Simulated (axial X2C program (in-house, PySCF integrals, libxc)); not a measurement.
**SiH with a deliberately poor setting**

Computed with an in-house relativistic program for diatomic molecules.

Input file and command:
```json
{"zs": [14, 1], "q": 0, "bas": ["dyall-v3z", "dyall-v3z"], "levels": ["PBE0", "HF", "B97-3", "TPSSh"], "cc": false, "r0": 1.48, "npts": 10, "nst": 2, "ntry": 6, "opt": {"pick": 2}}
```
```bash
python so2c.py task.json out
```

Keys: zs atomic numbers; q charge; bas basis sets; levels methods; cc coupled cluster on or off; r0 starting distance in Å; npts points on the curve; nst determinants followed; ntry starts of the search; pick rank of the determinant followed. HF also brings MP2.

Question: One numerical setting was spoiled on purpose. Which, and what came out?

Answer: An excited determinant was followed. States: spin-free M_S = 1/2, Λ = 0; 2c Ω = 1/2. The apparent results, which are not to be taken for properties of SiH:

```
Hamiltonian  level  points converged  Re (Å)  ωe (cm⁻¹)  De (eV)  curve-fit residual (μEh)
  spin-free   PBE0          10 of 10   1.582       1530     0.64                     0.035
  spin-free     HF          10 of 10   1.711        889     0.01                     0.025
  spin-free    MP2          10 of 10   1.606       1265     0.14                       0.1
  spin-free  B97-3          10 of 10   1.578       1536     0.51                      0.25
  spin-free  TPSSh          10 of 10   1.586       1505     0.84                     0.081
         2c   PBE0          10 of 10   1.582       1529     0.64                     0.035
         2c     HF          10 of 10   1.712        887     0.00                     0.025
         2c    MP2          10 of 10   1.607       1264     0.15                       0.1
         2c  B97-3          10 of 10   1.579       1535     0.51                      0.25
         2c  TPSSh          10 of 10   1.587       1504     0.84                     0.081
```
